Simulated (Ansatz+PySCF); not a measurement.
## doublet OH: levels of theory in one basis

```xyz
2

O     0.0000    0.0000   -0.2170
H     0.0000    0.0000    1.7359
```

Basis set: cc-pVDZ (spherical functions). Left uncorrelated: 1 orbital. Correlation on ROHF uses semicanonical orbitals with singles. Charge 0, multiplicity 2.

Computed with Ansatz (development build ahead of 0.2.0); each method stands on the lowest determinant of its kind that the runs found. NEVPT2 correlates all electrons. Active spaces start from the frontier orbitals, and the lowest solution found is given.

```
                            method  E − E(ROHF) (eV)  <S²> of the determinant
                              ROHF              0.00                     0.75
                               UHF             -3.07                     1.66
                          ROHF-MP2             -5.26                        –
                           UHF-MP2             -5.96                     1.66
                          UHF-CCSD             -6.53                     1.66
                      ROHF-CCSD(T)             -6.68                        –
                       UHF-CCSD(T)             -6.62                     1.66
                      UHF-CCSDT(Q)             -6.74                     1.66
full CI (lowest root of this spin)             -6.74                        –
                       CASSCF(7,5)             -3.27                        –
                       CASSCF(3,3)             -3.26                        –
                    SC-NEVPT2(7,5)             -6.12                        –
```

Task: What does SC-NEVPT2(3,3) give on the same scale?

Result: -6.36 eV. NEVPT2 here correlates all electrons, so it doesn't share the others' frozen core.

At such a shape the full CI root can have another spatial symmetry than the determinants, so the rows needn't describe one state.

The restricted and unrestricted rows may stand on different electronic states: another unrestricted solution lies nearer the restricted one.

Caution for ROHF, ROHF-MP2, ROHF-CCSD(T): an unrestricted determinant lies well below. Caution for UHF, UHF-MP2, UHF-CCSD, UHF-CCSD(T), UHF-CCSDT(Q): the unrestricted determinant is a mixture of spin states. Caution for ROHF-MP2, ROHF-CCSD(T): large amplitudes, a single reference is doubtful; a plain start can end on a higher determinant. Caution for ROHF-MP2, UHF-MP2: forces differ strongly between restricted and unrestricted references. Caution for UHF-MP2, UHF-CCSD, UHF-CCSD(T), UHF-CCSDT(Q): bonds are stretched, where a single reference can fail. Caution for ROHF-CCSD(T): the amplitudes may be one of several solutions. Caution for UHF-CCSD(T): another reference gives a lower total.
